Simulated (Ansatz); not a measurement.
**H₂N–C, quartet in cc-pVDZ: errors against UCCSDT(Q)**

Geometry: displaced at random from a stationary point.

```xyz
4

N     0.0007    0.0061    0.5556
C    -0.0002   -0.0101   -0.8207
H     0.0478    0.9125    1.0140
H    -0.0550   -0.8768    1.0438
```

Basis cc-pVDZ; Ansatz 0.2.0. Only valence electrons are correlated (noble-gas cores frozen), which leaves 11 electrons in 36 orbitals. R marks a restricted (for open shells ROHF) determinant, U an unrestricted one. Active spaces: valence = (11e, 10o) chosen from the atoms' valence shells.

Full CI isn't at hand for all of this; UCCSDT(Q) serves as the reference, and is uncertain by about the last step of the cluster series. The frozen core follows each run's orbitals, which can shift R against U totals by a few meV.

For open shells CISD is restricted-active-space CI with the open shells as a complete middle space.

```
UHF ⟨S²⟩                          : 3.758
T1 diagnostic (RCCSD)             : 0.0212
largest doubles amplitude (RCCSD) : 0.033
T1 diagnostic (UCCSD)             : 0.0164
```

```
                            level  E − E(UCCSDT(Q)) (kcal/mol)  share of correlation (%)  wall time
                              RHF                       161.83                      0.00          –
                              UHF                       159.55                      1.41          –
                             RMP2                        18.29                     88.70          –
                             UMP2                        18.21                     88.75          –
                             CISD                        12.96                     91.99      2.9 s
                            RCCSD                         4.27                     97.36          –
                            UCCSD                         4.22                     97.39          –
                         RCCSD(T)                         0.66                     99.60     0.81 s
                         UCCSD(T)                         0.64                     99.61     0.75 s
                          BCCD(T)                         0.67                     99.59     0.93 s
                           RCCSDT                         0.33                     99.80          –
                           UCCSDT                         0.30                     99.81          –
                        RCCSDT(Q)                         0.03                     99.98       21 s
           CASSCF (valence space)                       114.05                     29.52          –
           NEVPT2 (valence space)                        21.57                     86.67      3.1 s
           MRCISD (valence space)                         6.68                     95.87          –
         MRCISD+Q (valence space)                         0.66                     99.59        9 s
MRCISD+Q(relaxed) (valence space)                        -0.18                    100.11       12 s
```

The correlation energy at UCCSDT(Q), counted from RHF, is -7.018 eV. That run took 19 s on 1 thread of Arm Neoverse V2, shared host.

Times hold each run's SCF and search for its determinant on a shared host, so for small cases they say little of a method's own cost; they ran on 1 thread of Arm Neoverse V2.

Natural occupations of CASSCF (valence space) about the gap: 1.978 1.977 1.005 1.000 1.000 0.021 0.020 0.019; effectively unpaired electrons, Σ n²(2−n)², 3.01.
